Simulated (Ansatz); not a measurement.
**A ladder of methods for [BF2]+ (SMILES F[B+]F)**

The species is [BF2]+ (3 atoms), meant as a singlet with charge +1. As SMILES, `F[B+]F`. The coordinates come from a GFN2-xTB relaxation.

| atom | x (Å) | y (Å) | z (Å) |
| --- | --- | --- | --- |
| F | 0.3274 | 1.1339 | 0.3057 |
| B | 0.0007 | -0.0003 | 0.0004 |
| F | -0.3281 | -1.1336 | -0.3060 |

Each level gives the energy change with the F1–B2 bond stretched from 1.219 to 2.438 Å (eV). The values are calculated.

```csv
level,kind,program,value (eV),less FCI/STO-3G
SVWN5/STO-3G (restricted),LDA,Ansatz,8.08,+2.16
BHLYP/STO-3G (restricted),global hybrid,Ansatz,8.18,+2.26
CAM-B3LYP/STO-3G (restricted),range-separated hybrid,Ansatz,8.01,+2.09
HSE06/STO-3G (restricted),range-separated hybrid,Ansatz,7.84,+1.92
MP2/STO-3G (restricted),perturbation theory,Ansatz,7.53,+1.61
CCSD/STO-3G (restricted),coupled cluster or CI,Ansatz,5.89,-0.03
CCSDT(Q)/STO-3G (restricted),coupled cluster or CI,Ansatz,5.89,-0.03
CCSDT/STO-3G (restricted),coupled cluster or CI,Ansatz,5.93,+0.01
FCI/STO-3G,exact in the basis,Ansatz,5.92,0.00
```

FCI/STO-3G is exact within its basis and frozen core, so for wave-function methods in that basis the difference is their error; functionals converge differently with the basis, so for them it is only a difference. The first shape isn't each level's own minimum. The values span 5.89 to 8.18 eV. All rows use very small basis sets, so none should be taken for the real molecule's value.
